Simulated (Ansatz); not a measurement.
Q: Name a neutral molecule of C, F, S and H with HOMO energy (ωB97M-V/def2-TZVPP) between -9.00 and -8.70 eV and LUMO energy (B3LYP/def2-TZVPP) between -1.30 and -1.00 eV (Ansatz, PBE0-D4/def2-TZVP geometry).

A: `C=C1C=C(F)S1` (-8.77 eV, -1.18 eV); `FC1=CC(F)S1` (-8.96 eV, -1.02 eV). Other molecules can fit too; these were computed, each in one conformer that needn't be the lowest.

B3LYP here is the variant with VWN-RPA as its local correlation; programs differ in this.
